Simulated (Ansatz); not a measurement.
Process, species as SMILES: OO (H2O2) → 2 [OH] (OH)
B3LYP-D3(BJ)/def2-TZVP geometries, fixed; electronic energies without zero-point terms.

Basis-set convergence of the bond dissociation energy at PBE with Ansatz (a first-principles code). Cartesian d functions, on some or all atoms, in 6-31G*, 6-31G**; all else is spherical. The program fits the integrals of some runs and decomposes those of others, by size. Open shells are unrestricted. No added dispersion term, no relativity. Functions are those of the species that has most. Reference: the value in aug-pcseg-3, 62.48 kcal/mol, itself unsure by roughly 0.14 kcal/mol (its mean distance from aug-cc-pVQZ, cc-pV5Z, def2-QZVPPD). Deviations are taken from unrounded values.

```
basis            functions  bond dissociation energy (kcal/mol)  minus reference (kcal/mol)
---------------  ---------  -----------------------------------  --------------------------
STO-3G                  12                                87.53                       25.05
3-21G                   22                                68.48                        6.00
6-31G                   22                                56.16                       -6.32
6-31G*                  34                                66.23                        3.75
6-31G**                 40                                66.16                        3.68
6-311G**                48                                63.80                        1.32
aug-cc-pVDZ             64                                62.30                       -0.18
aug-pcseg-1             64                                61.33                       -1.15
jun-cc-pV(T+d)Z        106                                62.23                       -0.25
aug-cc-pVTZ            138                                62.35                       -0.14
aug-pcseg-2            138                                62.47                       -0.01
aug-cc-pVQZ            252                                62.49                        0.00
aug-pcseg-3            268                                62.48                        0.00
```

The smallest set listed that lies within 0.5 kcal/mol of the reference with all its larger relatives (same family, alike in diffuse functions; a set with none counts only in the reference's own line) is aug-cc-pVDZ (64 functions, -0.18 kcal/mol off).
